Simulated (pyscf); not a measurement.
Single points on ωB97X-D3(BJ)/def2-SVP structures (PySCF, gas phase).

### Question
Estimate the classical barrier height and the reaction energy of H₃C–CH₂–ZnH + water (H₂O) → ethane (H₃C–CH₃) + HO–ZnH at ωB97M-D3(BJ)/def2-TZVP. The step runs on the singlet surface, breaks C–Zn, H–O and forms C–H, O–Zn; take the separated reactants as zero.

### Answer
ΔE‡ = 71.6 kJ/mol, ΔE = -83.0 kJ/mol. Zero-point energy shifts the barrier by -5.0 kJ/mol. It is a four-centre exchange, with an imaginary mode of 1412i cm⁻¹. On the reactant side the descent ends in a complex, 33.4 kJ/mol under the separated species and 102.0 kJ/mol under the saddle at ωB97X-D3(BJ)/def2-TZVP. One saddle was located; it need not be the lowest between these sides. Elements up to Kr have no core potential and no relativistic terms here.
